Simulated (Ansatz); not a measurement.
Born–Oppenheimer molecular dynamics of BClH3N (6 atoms, charge 0, multiplicity 1). It starts from a relaxed structure.

Level of theory: Ansatz, RKS PBE0/def2-SVP.

```json
{
 "ensemble": "NVT, Nosé–Hoover chain",
 "time step": "0.5 fs",
 "steps asked": "500",
 "set temperature": "400 K",
 "thermostat": "time constant 50 fs, chain length 1",
 "seed": "141984"
}
```

First frame:

```xyz
6
Properties=species:S:1:pos:R:3
B 0.012 -0.016 0.074
N 0.017 0.002 1.460
H -0.834 -0.074 2.001
H 0.862 0.090 2.010
Cl 1.540 0.121 -0.815
H -1.016 -0.123 -0.545
```

Problem. How far do the bonds stretch over the last three quarters of this one trajectory? (Pairs bonded in most of those frames.)

Solution. 
```json
{"bond": "B1–N2", "mean (Å)": "1.392", "spread (Å)": "0.036", "shortest": "1.33", "longest": "1.48"}
{"bond": "B1–Cl5", "mean (Å)": "1.774", "spread (Å)": "0.029", "shortest": "1.73", "longest": "1.85"}
{"bond": "B1–H6", "mean (Å)": "1.230", "spread (Å)": "0.097", "shortest": "1.06", "longest": "1.39"}
{"bond": "N2–H3", "mean (Å)": "1.015", "spread (Å)": "0.019", "shortest": "0.98", "longest": "1.06"}
{"bond": "N2–H4", "mean (Å)": "1.015", "spread (Å)": "0.013", "shortest": "0.99", "longest": "1.04"}
```

Mean temperature of the second half: 575 K. The conserved energy stayed within 1.4 meV per atom of its start (net change 0.17 meV per atom), so the integration is sound. The mean temperature of the second half is 44 % above the set value. A run of 0.25 ps of so small a system gives no equilibrium averages.

Time of the run: 11 min on 1 thread of Arm Neoverse V1, on a shared host, peak memory 0.11 GiB.
